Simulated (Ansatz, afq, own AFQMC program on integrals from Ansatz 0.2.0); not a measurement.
# ZrH, sextet in def2-TZVP, levels against full CI

```xyz
2

Zr    0.0000    0.0000    0.0000
H     0.0000    0.0000    1.8590
```

Basis def2-TZVP with its core potentials. Only valence electrons are correlated. AFQMC by an in-house program on the Cholesky factors that Ansatz 0.2.0 writes for its CCSD(T) run. The CISD trial takes its coefficients from CCSD amplitudes. Released means that phaseless walkers are propagated on without the constraint, phases kept. Error bars are statistical, one sigma. No spin–orbit coupling. The metal's outer-core s and p shells are frozen, which shifts wave-function levels against functionals.

Determinant: UHF, the one that the program's search chose, which needn't be the lowest solution. The geometry is a PBE0/def2-TZVP stationary point of this or a neighbouring charge and spin state.

Full CI on the same integrals is exact in this basis and with this determinant's frozen core.

Cautions: no spin-orbit coupling; outer-core shells of the metal frozen; another spin lies lower (by 3.56 eV); the released energies have errors that jump between times, so the bars are unsure, so no released level is given (meV from the phaseless value at times in 1/Eh: 7 ± 6 at 0.60, -4.7 ± 1.8 at 1.20, -2 ± 6 at 2.00, 17 ± 17 at 3.00, -23 ± 38 at 4.20), though the last usable value meets full CI within the noise.

- T1 diagnostic: 0.0280
- weight of the determinant in the CISD state: 0.959
- ⟨S²⟩ of the determinant: 8.755
- size of the correlated space: 5 electrons in 42 orbitals

Reference: full CI, correlation energy -0.994 eV.

| level | E − E(reference) (mEh) | share of correlation (%) |
| --- | --- | --- |
| HF | 36.55 | 0.00 |
| MP2 | 9.16 | 74.92 |
| CCSD | 0.83 | 97.72 |
| CCSD(T) | 0.28 | 99.24 |
| CCSDT | 0.03 | 99.93 |
| CCSDT(Q) | 0.01 | 99.98 |
| CCSDTQ | 0.00 | 100.00 |
| ph-AFQMC/HF | 3.49 ± 0.15 | 90.45 |
| ph-AFQMC/CISD | 0.40 ± 0.03 | 98.91 |

CCSDT and higher add their correlation energy to the determinant of the CCSD(T) run, since their own runs factorise the integrals more tightly (a shift of under 2 meV). A walk keeps the symmetry of its determinant, which the program's search chose and which needn't be the lowest solution, so a lower state of the same spin and another symmetry isn't excluded.
